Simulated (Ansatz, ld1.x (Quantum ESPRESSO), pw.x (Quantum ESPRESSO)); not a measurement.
# What a changed setting does to a pw.x run (diamond S)

Potential: norm-conserving Troullier–Martins (Kleinman–Bylander form), ld1.x (Quantum ESPRESSO) 7.5, LDA (PW92); core [Ne], reference 3s2 3p4; waves: 3p (bound): rc 1.16 bohr; 3d channel at 0.05 Ry: rc 1.30 bohr; 3s (bound): rc 1.45 bohr; local part: the s channel; core correction: a·sin(br)/r model core inside 0.65 bohr.

The reference run (k-mesh 8³, cutoffs 170/680 Ry, Fermi–Dirac 0.01 Ry, mixing_beta 0.4, conv_thr 1e-9, no spin) gives -0.13 GPa at 22.380 Å³/atom, where all-electron LAPW gives 0.01 GPa. This run, with its own iteration cap, changes ecutrho/ecutwfc to 16.

```
&control
  calculation='scf', prefix='x', pseudo_dir='./', outdir='./tmp', tstress=.true., disk_io='none'
/
&system
  ibrav=0, nat=2, ntyp=1, ecutwfc=170, ecutrho=2720, nbnd=14,
  occupations='smearing', smearing='fd', degauss=0.01
/
&electrons
  conv_thr=1e-09, mixing_beta=0.4, electron_maxstep=60
/
ATOMIC_SPECIES
S 1.0 S.UPF
CELL_PARAMETERS angstrom
  0.00000000 2.81808028 2.81808028
  2.81808028 0.00000000 2.81808028
  2.81808028 2.81808028 0.00000000
ATOMIC_POSITIONS crystal
S 0.0000 0.0000 0.0000
S 0.2500 0.2500 0.2500
K_POINTS automatic
8 8 8 0 0 0
```

```bash
pw.x < S.scf.in > S.scf.out
```

Task: How does the run end?

Result: It converges in 7 iterations; the free energy moves by -0.2 meV/atom and the pressure by -0.02 GPa. The result is that of the reference run.

```
Message from routine setup:
     using ibrav=0 with symmetry is DISCOURAGED, use correct ibrav instead
     lattice parameter (alat)  =       7.5313  a.u.
     unit-cell volume          =     302.0555 (a.u.)^3
     number of electrons       =        12.00
     number of Kohn-Sham states=           14
     kinetic-energy cutoff     =     170.0000  Ry
     charge density cutoff     =    2720.0000  Ry
     scf convergence threshold =      1.0E-09
     Exchange-correlation= PW
     number of k points=    29  Fermi-Dirac smearing, width (Ry)=  0.0100
     iteration #  1     ecut=   170.00 Ry     beta= 0.40
     total energy              =     -60.20861043 Ry
     estimated scf accuracy    <       0.00250478 Ry
     iteration #  2     ecut=   170.00 Ry     beta= 0.40
     total energy              =     -60.20838719 Ry
     estimated scf accuracy    <       0.00076343 Ry
     iteration #  3     ecut=   170.00 Ry     beta= 0.40
     total energy              =     -60.20842226 Ry
     estimated scf accuracy    <       0.00000197 Ry
     iteration #  4     ecut=   170.00 Ry     beta= 0.40
     total energy              =     -60.20842524 Ry
     estimated scf accuracy    <       0.00000020 Ry
     iteration #  5     ecut=   170.00 Ry     beta= 0.40
     total energy              =     -60.20842553 Ry
     estimated scf accuracy    <       0.00000007 Ry
     iteration #  6     ecut=   170.00 Ry     beta= 0.40
     total energy              =     -60.20842562 Ry
     estimated scf accuracy    <          1.3E-09 Ry
     iteration #  7     ecut=   170.00 Ry     beta= 0.40
     the Fermi energy is     5.1986 ev
!    total energy              =     -60.20842567 Ry
     estimated scf accuracy    <          2.2E-10 Ry
     smearing contrib. (-TS)   =      -0.00749250 Ry
     The total energy is F=E-TS. E is the sum of the following terms:
     one-electron contribution =      -0.46931842 Ry
     hartree contribution      =       5.64144468 Ry
     xc contribution           =     -28.95800474 Ry
     ewald contribution        =     -36.41505469 Ry
     convergence has been achieved in   7 iterations
          total   stress  (Ry/bohr**3)                   (kbar)     P=       -1.51
     Message from routine punch:
     Nothing written, as per user request (disk_io='none')
```

The run took about 69 s on one core of a shared host (Intel(R) Xeon(R) Platinum 8559C, 192 threads, 1488 GiB, load 121).
